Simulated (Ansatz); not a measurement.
**The cluster Cu₂O: the relaxed shape and its frontier levels**

What does the cluster Cu₂O look like as a singlet, and where do its frontier electrons sit?

Method: RKS PBE0-D4/def2-TZVP; program: Ansatz 0.2.0, Gaussian basis.

Levels to be run: relaxation at r2SCAN-D4/def2-TZVP; a single point at PBE0-D4/def2-TZVP.

1 further run of the same task is left out (set aside as unsound or not needed).

### Step 1. The starting structure

3 atoms, charge 0, spin multiplicity 1.

Atoms are counted from 1 here; the program's logs count them from 0.

Bond lengths: Cu1–O3 1.750 Å, Cu2–O3 1.750 Å. Angles: Cu1–O3–Cu2 82.5°.

Geometry (Å):

```xyz
3
Cu2O
Cu   -0.06549   -1.23253   -0.01523
Cu   -0.76989    0.96439    0.01976
O     0.83539    0.26813   -0.00453
```

No spin-orbit coupling is included.

The start is a GFN1-xTB geometry.

### Step 2. Relaxation at r2SCAN-D4/def2-TZVP

File in.yaml:

```yaml
crystal:
  periodic: [false, false, false]
  atoms:
    - {symbol: Cu, position_ang: [-0.065490, -1.232530, -0.015230]}
    - {symbol: Cu, position_ang: [-0.769890, 0.964390, 0.019760]}
    - {symbol: O, position_ang: [0.835390, 0.268130, -0.004530]}
basis:
  gaussian: {orbitals: def2-TZVP}
hamiltonian: {xc: r2scan, dispersion: d4}
scf: {lower_state_search: "off"}
output: {orbitals: {seedname: orbitals}}
relax: {f_tol: 0.02, max_steps: 100}
```

Launch:

```
> ansatz run in.yaml --threads 2 --pin off --events-out ev --progress --plain --max-ram 4352MiB
```

The runs that follow: Single point, PBE0-D4/def2-TZVP.

Q: Predict the results of all the runs planned. Wanted: point group; commonest bond; HOMO, LUMO at PBE0-D4/def2-TZVP; dipole at r2SCAN-D4/def2-TZVP.

The runs gave:

```
                       quantity                           value
                    point group                             C2v
                 commonest bond  Cu–O, 2 of mean length 1.758 Å
HOMO, LUMO at PBE0-D4/def2-TZVP                 -5.95, -2.35 eV
  dipole at r2SCAN-D4/def2-TZVP                          3.83 D
```

What this shows: The molecule keeps its bonding pattern by the stored test; the atoms moved 0.06 Å (rms). No usable vibrations, so a minimum isn't proven. Whether this spin is the lowest isn't tested here.
